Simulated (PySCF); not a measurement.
One formula, C4H4O, several structures.

PySCF, CAM-B3LYP/def2-SVPD, density fitting, gas phase; each molecule at its own PBE0-D3(BJ)/def2-SVP geometry, one conformer. Singlet excitations by full TDDFT with frozen cores, triplets by Tamm–Dancoff TDDFT and ionisation energies by ΔSCF, from the lowest of the holes tried. 

Torsions of the conformers computed, which needn't be the lowest (atom-mapped SMILES):
- `[CH:1]#[C:2][CH2:3][CH:4]=[O:5]`: C2–C3–C4–O5 145°
- `[O:1]=[CH:2][C:3]1=[CH:4][CH2:5]1`: O1–C2–C3–C4 2°
- `[CH2:1]=[CH:2][CH:3]=[C:4]=[O:5]`: C1–C2–C3–C4 180°
- `[CH2:1]=[C:2]=[CH:3][CH:4]=[O:5]`: C2–C3–C4–O5 0°

Reference: `C#CCC=O`, with HOMO energy -9.14 eV, LUMO energy 0.05 eV, lowest singlet excitation 4.32 eV, lowest triplet excitation 3.72 eV, mean polarisability 49.5 au, dipole moment 2.43 D and vertical ionisation energy 10.16 eV.

Changes against it:

```
molecule  Δ electronic energy (kcal/mol)  Δ HOMO energy (eV)  Δ LUMO energy (eV)  Δ lowest singlet excitation (eV)  Δ lowest triplet excitation (eV)  Δ mean polarisability (au)  Δ dipole moment (D)  Δ vertical ionisation energy (eV)
Cc1cc1=O                            -2.6               +0.93               +0.32                             +0.31                             +0.49                        -1.4                +2.49                              -0.93
 c1ccoc1                           -36.9               +1.12               +1.24                             +1.99                             +0.33                        -2.5                -1.77                              -1.18
C=C=CC=O                            -5.7               +0.12               -0.83                             -0.53                             -0.44                        +5.9                +0.51                              -0.28
```

Rows whose labels were lost:

```
row  Δ electronic energy (kcal/mol)  Δ HOMO energy (eV)  Δ LUMO energy (eV)  Δ lowest singlet excitation (eV)  Δ lowest triplet excitation (eV)  Δ mean polarisability (au)  Δ dipole moment (D)  Δ vertical ionisation energy (eV)
  P                           +15.9               +0.01               -1.26                             -0.78                             -0.72                        +0.4                +0.32                              -0.06
  Q                           -19.0               +1.53               -0.12                             -0.99                             -0.70                        +7.0                -1.39                              -1.61
```

Task: Which row belongs to which of `O=CC1=CC1` and `C=CC=C=O`?

Result: P = `O=CC1=CC1` and Q = `C=CC=C=O`. P and Q are told apart most clearly by the electronic energy (+15.9 against -19.0 kcal/mol).

Task: Which row has the smallest HOMO–LUMO gap and which the largest, and does the HOMO or the LUMO shift more there?

Result: Smallest, counted from the reference: Q, -1.65 eV (HOMO +1.53, LUMO -0.12), the larger shift being that of the HOMO. Largest: `c1ccoc1`, +0.12 eV (HOMO +1.12, LUMO +1.24), the larger shift being that of the LUMO.
